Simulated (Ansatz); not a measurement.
singlet CHCl: levels of theory in one basis

| atom | x (Å) | y (Å) | z (Å) |
| --- | --- | --- | --- |
| Cl | 0.0000 | 0.4660 | -1.1982 |
| C | 0.0000 | -0.5522 | 0.1437 |
| H | 0.0000 | 0.0862 | 1.0545 |

Basis set: def2-SVP (spherical functions). Frozen core: 6 orbitals. Charge 0, multiplicity 1.

Computed with Ansatz (development build ahead of 0.2.0); each method stands on the lowest determinant of its kind that the runs found.

```tsv
method	E − E(RHF) (eV)	<S²> of the determinant
RHF	0.00	–
UHF	-0.38	0.67
RHF-MP2	-6.65	–
UHF-MP2	-6.65	0.67
RHF-CCSD(T)	-7.73	–
UHF-CCSD(T)	-7.69	0.67
```

Caution for RHF, RHF-MP2, RHF-CCSD(T): an unrestricted determinant lies well below. Caution for UHF, UHF-MP2, UHF-CCSD(T): the unrestricted determinant is spin contaminated. Caution for UHF-MP2, UHF-CCSD(T): a plain start can end on a higher determinant.
